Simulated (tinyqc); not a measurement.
Worked calculation: coupled-perturbed Hartree-Fock on RHF in the sto-3g basis, for HF, spin multiplicity 1. One step of it, computed by the program tinyqc.

Task: Response to a field: uncoupled start. Field along z; U_ai = -mu_ai / (e_a - e_i), alpha = -4 sum U_ai mu_ai.

orbital energies (hartree): MO1 -25.904750, MO2 -1.456253, MO3 -0.569525, MO4 -0.462845, MO5 -0.462845, MO6 0.576505

dipole integrals <a|z|i> (bohr):
```
           i1        i2        i3        i4        i5
a6  -0.044052  0.073338  0.959470  0.000000  0.000000
```

Give: uncoupled U; uncoupled polarisability.

Result:

uncoupled U:
```
        i1       i2       i3      i4      i5
a6  0.0017  -0.0361  -0.8372  0.0000  0.0000
```

uncoupled polarisability = 3.2240 bohr^3
